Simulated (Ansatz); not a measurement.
Relaxation of BClFH2 (5 atoms, charge 0, multiplicity 2), to a largest force component of 0.03 eV/Å in at most 50 steps.

Method: Ansatz 0.2.0, UKS B3LYP-D4/def2-SVP.

```xyz
5
Properties=species:S:1:pos:R:3
B 0.000 0.000 -0.382
F 0.000 0.000 2.138
H 1.096 0.000 -0.877
H -1.096 0.000 -0.877
Cl 0.000 0.000 3.748
```

Q: Where does it end, and by what steps?

A: The run converged. The force dipped under the threshold on the way, but the program's further checks kept it going. After 20 steps the energy has fallen by 5.123 eV; F2 moved furthest, 1.10 Å. Parted: F2–Cl5 (1.61 → 2.89 Å). Joined: B1–F2 (2.52 → 1.32 Å).

| step | energy less start (eV) | largest force component (eV/Å) | accepted |
| --- | --- | --- | --- |
| 0 | 0.0000 | 3.241 | yes |
| 1 | -0.1082 | 2.486 | yes |
| 2 | -0.5883 | 3.322 | yes |
| 3 | -1.7238 | 6.134 | yes |
| 4 | -3.3248 | 6.287 | yes |
| 5 | -4.6938 | 4.356 | yes |
| 6 | -5.0905 | 0.658 | yes |
| 7 | -5.1130 | 0.174 | yes |
| 8 | -5.1092 | 0.337 | no |
| 9 | -5.1136 | 0.041 | yes |
| 10 | -5.1136 | 0.010 | yes |
| 11 | -5.1137 | 0.006 | yes |
| 12 | -5.1137 | 0.007 | yes |
| 13 | -5.1137 | 0.093 | yes |
| 14 | -5.1138 | 0.067 | yes |
| 15 | -5.1142 | 0.037 | yes |
| 16 | -5.1156 | 0.009 | yes |
| 17 | -5.1011 | 0.728 | no |
| 18 | -5.1171 | 0.191 | yes |
| 19 | -5.1180 | 0.363 | yes |
| 20 | -5.1229 | 0.026 | yes |

```xyz
5
Properties=species:S:1:pos:R:3
B 0.030 0.029 -0.095
F 0.202 0.443 1.150
H 1.019 -0.135 -0.769
H -1.100 -0.152 -0.479
Cl -0.152 -0.186 3.944
```

Time of the run: 67 s on 1 thread of Arm Neoverse V2, with other jobs on the host, peak memory 0.14 GiB.
